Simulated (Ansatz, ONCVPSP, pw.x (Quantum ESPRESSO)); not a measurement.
From atom to crystal: ONCV potential for carbon

* Element: carbon
* Generator: ONCVPSP 4.0.1.1 (patched build)
* Type: optimised norm-conserving Vanderbilt (ONCV)
* Functional: LDA (Perdew-Wang 92)
* Relativity: scalar-relativistic
* Frozen core: [He]
* Valence charge: 4
* Reference configuration: 2s2 2p2
* Partial waves: 2s: rc 0.90 bohr, ncon 4, nbas 8, qcut 5.7 1/bohr, local; 2p: rc 2.26 bohr, ncon 4, nbas 7, qcut 5.2 1/bohr, 2 projectors, debl 3 Ha; d scattering state at 0.19 Ha: rc 2.95 bohr, ncon 4, nbas 7, qcut 3.4 1/bohr, 2 projectors, debl 1.5 Ha
* Local potential: the s channel
* Core correction: Teter function, fcfact 4, rcfact 1.3

Atomic tests: cutoffs needed: 20 Ha and 72 Ha (the cutoffs (Ha) at which the residual kinetic energy of the hardest occupied pseudo-wave falls to 1 and 0.1 mHa per electron); ghost test: no bound ghost flagged; no localised positive-energy state flagged; largest excitation error: +1088 meV (all-electron minus pseudo) for 2s1 2p0, out of 4 test configurations.

Crystal test: diamond C in pw.x 7.5, no spin, 13³ k-points, Fermi–Dirac smearing 0.01 Ry, cutoffs 170/680 Ry. The reference is all-electron LAPW (Ansatz 0.2.0) with the same functional, mesh and smearing; V0 and B0 come from Birch–Murnaghan fits to the pressures at five volumes. Errors are pseudo minus all-electron; Δ is the rms difference of the E(V) curves that follow from these fits, minima aligned, over ±6 % about the mean V0. Mesh and smearing are coarse, so the numbers serve the comparison and aren't converged zero-temperature values; the lattice is a test structure that the element need not adopt.

```json
{"V (Å³/atom)": "5.230", "P all-electron (GPa)": "26.63", "P pseudo (GPa)": "-75.97"}
{"V (Å³/atom)": "5.367", "P all-electron (GPa)": "12.68", "P pseudo (GPa)": "-80.75"}
{"V (Å³/atom)": "5.505", "P all-electron (GPa)": "0.26", "P pseudo (GPa)": "-84.82"}
{"V (Å³/atom)": "5.643", "P all-electron (GPa)": "-10.80", "P pseudo (GPa)": "-88.27"}
{"V (Å³/atom)": "5.780", "P all-electron (GPa)": "-20.64", "P pseudo (GPa)": "-91.19"}
```

All-electron: a0 = 3.532 Å (V0 = 5.51 Å³/atom), B0 = 467.4 GPa.

Pseudopotential: mean pressure error (GPa): -85.82. The pressure does not cross zero within the volumes sampled, so no fit is given. The largest radius (2.95 bohr) exceeds half the bond length (1.44 bohr), so the spheres overlap, which is one possible source of error among others. This is a poor potential for the solid.

Q: At the middle volume, how do free energy and pressure move when the wave cutoff is lowered (ecutrho kept at four times it)?

A:

```json
{"cutoff (Ry)": "76", "shift of F (meV/atom)": "+12.5", "shift of P (GPa)": "-0.76"}
{"cutoff (Ry)": "102", "shift of F (meV/atom)": "+3.4", "shift of P (GPa)": "+0.10"}
{"cutoff (Ry)": "136", "shift of F (meV/atom)": "+2.5", "shift of P (GPa)": "+0.04"}
```

Input at the middle volume:

```
&control
  calculation='scf', prefix='x', pseudo_dir='./', outdir='./tmp', tstress=.true., disk_io='none'
/
&system
  ibrav=0, nat=2, ntyp=1, ecutwfc=170, ecutrho=680, nbnd=11,
  occupations='smearing', smearing='fd', degauss=0.01
/
&electrons
  conv_thr=1e-09, mixing_beta=0.4, electron_maxstep=70
/
ATOMIC_SPECIES
C 1.0 C.UPF
CELL_PARAMETERS angstrom
  0.00000000 1.76570891 1.76570891
  1.76570891 0.00000000 1.76570891
  1.76570891 1.76570891 0.00000000
ATOMIC_POSITIONS crystal
C 0.0000 0.0000 0.0000
C 0.2500 0.2500 0.2500
K_POINTS automatic
13 13 13 0 0 0
```

```bash
pw.x < C.scf.in > C.scf.out
```

Lines of the output:

```
Message from routine setup:
     using ibrav=0 with symmetry is DISCOURAGED, use correct ibrav instead
     lattice parameter (alat)  =       4.7188  a.u.
     unit-cell volume          =      74.2992 (a.u.)^3
     number of electrons       =         8.00
     number of Kohn-Sham states=           11
     kinetic-energy cutoff     =     170.0000  Ry
     charge density cutoff     =     680.0000  Ry
     scf convergence threshold =      1.0E-09
     Exchange-correlation= SLA  PW   NOGX NOGC
     number of k points=    84  Fermi-Dirac smearing, width (Ry)=  0.0100
     iteration #  1     ecut=   170.00 Ry     beta= 0.40
     total energy              =     -23.41358221 Ry
     estimated scf accuracy    <       0.12630902 Ry
     iteration #  2     ecut=   170.00 Ry     beta= 0.40
     total energy              =     -23.40104610 Ry
     estimated scf accuracy    <       0.03312020 Ry
     iteration #  3     ecut=   170.00 Ry     beta= 0.40
     total energy              =     -23.40367261 Ry
     estimated scf accuracy    <       0.00030760 Ry
     iteration #  4     ecut=   170.00 Ry     beta= 0.40
     total energy              =     -23.40370227 Ry
     estimated scf accuracy    <       0.00000473 Ry
     iteration #  5     ecut=   170.00 Ry     beta= 0.40
     total energy              =     -23.40370314 Ry
     estimated scf accuracy    <       0.00000022 Ry
     iteration #  6     ecut=   170.00 Ry     beta= 0.40
     total energy              =     -23.40370316 Ry
     estimated scf accuracy    <          4.8E-09 Ry
     iteration #  7     ecut=   170.00 Ry     beta= 0.40
     the Fermi energy is    15.3212 ev
!    total energy              =     -23.40370316 Ry
     estimated scf accuracy    <          2.4E-10 Ry
     smearing contrib. (-TS)   =      -0.00000000 Ry
     The total energy is F=E-TS. E is the sum of the following terms:
     one-electron contribution =       8.52206202 Ry
     hartree contribution      =       1.74119302 Ry
     xc contribution           =      -7.83646486 Ry
     ewald contribution        =     -25.83049334 Ry
     convergence has been achieved in   7 iterations
          total   stress  (Ry/bohr**3)                   (kbar)     P=     -848.18
     Message from routine punch:
     Nothing written, as per user request (disk_io='none')
```

The run at the middle volume (84 k-points, 7 iterations) took about 26 s on one core of a shared host (Neoverse-V1, 32 threads, 247 GiB, load 17).
